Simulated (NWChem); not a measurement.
System meant: Cl cation, triplet

Input file for NWChem:

```
start job
memory heap 200 mb stack 700 mb global 900 mb
charge 1
geometry units angstroms noautoz
  Cl     0.000000     0.000000     0.000000
end
basis spherical
  Cl library def2-svp
end
dft
  odft
  mult 4
  xc pbe0
  iterations 150
  mulliken
end
task dft energy
```

End of the output:

```
  No.       Tag          Charge          X              Y              Z
 ---- ---------------- ---------- -------------- -------------- --------------
    1 Cl                  17.0000     0.00000000     0.00000000     0.00000000

      Atomic Mass
      -----------

      Cl                34.968850

 Effective nuclear repulsion energy (a.u.)       0.0000000000

            Nuclear Dipole moment (a.u.)
            ----------------------------
        X                 Y               Z
 ---------------- ---------------- ----------------
     0.0000000000     0.0000000000     0.0000000000

            XYZ format geometry
            -------------------
     1
 geometry
 Cl                    0.00000000     0.00000000     0.00000000

 Summary of "ao basis" -> "" (spherical)
 ------------------------------------------------------------------------------
       Tag                 Description            Shells   Functions and Types
 ---------------- ------------------------------  ------  ---------------------
 Cl                         def2-svp                 8       18   4s3p1d

                                 NWChem DFT Module
                                 -----------------

 Summary of "ao basis" -> "ao basis" (spherical)
 ------------------------------------------------------------------------------
       Tag                 Description            Shells   Functions and Types
 ---------------- ------------------------------  ------  ---------------------
 Cl                         def2-svp                 8       18   4s3p1d

  number of electrons :                   16
  multiplicity        :                    4
 ------------------------------------------------------------------------
  no. of electrons and multiplicity not compatible                  16
 ------------------------------------------------------------------------
 ------------------------------------------------------------------------
  current input line :
    17: task dft energy
 ------------------------------------------------------------------------
 ------------------------------------------------------------------------
 There is an error in the input file
 ------------------------------------------------------------------------
 For more information see the NWChem manual at https://nwchemgit.github.io

0: no. of electrons and multiplicity not compatible:Received an Error in Communication
```

Q: Find the fault in this run and fix the input.

A: The program refused the input. Cause: the multiplicity doesn't fit the number of electrons (an even count wants an odd multiplicity, and the reverse). This input runs:
```
start job
memory heap 200 mb stack 700 mb global 900 mb
charge 1
geometry units angstroms noautoz
  Cl     0.000000     0.000000     0.000000
end
basis spherical
  * library def2-svp
end
dft
  odft
  mult 3
  xc pbe0
  iterations 150
  mulliken
end
task dft energy
```
It converges to -459.36428 Ha (PBE0/def2-SVP, spin-unrestricted).
